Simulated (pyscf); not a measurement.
Structures and frequencies: ωB97X-D3(BJ)/def2-SVP in PySCF. Correlated levels are frozen-core, on RHF or UHF. ΔMP2 is the change of the MP2 total energy from the triple- to the quadruple-zeta basis.

**Question.** SH• (SMILES [SH]) + GeH₄ (SMILES [GeH4]) → HS–GeH₃ (SMILES [SH][GeH3]) + H• (SMILES [H])
Surface: doublet. Broken: Ge–H. Formed: Ge–S. Give ΔE‡ and ΔE from CCSD(T)/def2-TZVPP + ΔMP2(QZVPP), relative to the separated reactants.

**Answer.** ΔE‡ = 18.8 kcal/mol, ΔE = +9.0 kcal/mol. Zero-point energy shifts the barrier by -0.8 kcal/mol. It is a substitution at Ge, with an imaginary mode of 593i cm⁻¹. This is the saddle that the search found; another between the same sides may lie lower. The angle at the attacked Ge is 162°. The CCSD(T) − MP2 part came from Ansatz, without density fitting, on the same reference. The frozen core leaves the outer d or s,p core shells of the metals and heavy elements correlated in the MP2 and CC values, and def2-TZVPP describes them poorly, which can shift differences by a few kcal/mol. Left out: the spin-orbit lowering of SH. Elements up to Kr have no core potential and no relativistic terms here.
